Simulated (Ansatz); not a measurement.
## Worked example: the interaction energy

The pair of H3O⁺ (SMILES [OH3+], atoms 1–4) and CH3F (SMILES CF, atoms 5–9), both closed shells, in one local arrangement (a lower one may exist), relaxed at PBE0-D4/def2-TZVP:

| atom | x (Å) | y (Å) | z (Å) |
| --- | --- | --- | --- |
| O1 | -0.3932 | 0.0190 | -1.8455 |
| H2 | -0.5444 | -0.8222 | -2.3071 |
| H3 | 0.0656 | 0.6508 | -2.4232 |
| H4 | 0.0533 | -0.0902 | -0.8872 |
| C5 | 0.1192 | 0.0738 | 1.5864 |
| F6 | 0.6612 | -0.2478 | 0.2839 |
| H7 | -0.7622 | -0.5468 | 1.7237 |
| H8 | -0.1093 | 1.1363 | 1.5804 |
| H9 | 0.9096 | -0.1729 | 2.2885 |

Both fragments are computed in the basis of the whole pair.

Program: Ansatz 0.2.0. Basis: def2-TZVPPD and def2-QZVPPD. Cores are frozen in the correlated methods.

Energies in eV:

| quantity | pair | first fragment | second fragment |
| --- | --- | --- | --- |
| Hartree–Fock, triple zeta (X = 3) | -5863.49868 | -2077.19739 | -3785.07511 |
| Hartree–Fock, quadruple zeta (X = 4) | -5863.75051 | -2077.28778 | -3785.23185 |
| MP2 correlation, X = 3 | -18.99490 | -7.03420 | -11.93024 |
| MP2 correlation, X = 4 | -20.44482 | -7.55623 | -12.83736 |
| CCSD(T) correlation, X = 3 | -20.22702 | -7.45563 | -12.74851 |

**Question.** Work out the interaction energy at the basis limit: extrapolate Hartree–Fock as E(X) = E∞ + A exp(−7.88 √X) and the MP2 correlation as E(X) = E∞ + B X^−2.97 (the exponents that Neese and Valeev fitted for def2-TZVPP and QZVPP, reused here for the diffuse sets), then add CCSD(T) − MP2 in triple zeta.

**Answer.** Each step is linear, so take the differences first (pair − first fragment − second fragment): Hartree–Fock -1.22618 (X = 3) and -1.23088 (X = 4); MP2 correlation -0.03046 and -0.05123; CCSD(T) correlation -0.02288.
Two points give E∞ = E(4) + w [E(4) − E(3)], with w = 1/(exp(7.88 (2 − √3)) − 1) = 0.1377 for Hartree–Fock and w = 1/((4/3)^2.97 − 1) = 0.7407 for the correlation.
Hartree–Fock: -1.23088 + 0.1377 × (-0.00470) = -1.2315 eV.
MP2 correlation: -0.05123 + 0.7407 × (-0.02077) = -0.0666 eV.
CCSD(T) − MP2: -0.02288 − (-0.03046) = 0.0076 eV.
Sum: -1.2315 + (-0.0666) + 0.0076 = -1.2905 eV, or -29.76 kcal/mol. Plain CCSD(T) in triple zeta gives -1.2491 eV, so the larger basis shifts the result by -0.0414 eV.

The T1 diagnostic stays at or below 0.012.

For scale, one of the runs: CCSD(T)/def2-TZVPPD, 219 basis functions, launched by `ansatz run in.yaml --threads 4 --pin off --events-out ev --progress --plain --max-ram 9574MiB`. The run took 46 s on 4 CPU threads of an Arm Neoverse V2 (shared host), with 3.5 GiB of host memory at its peak.
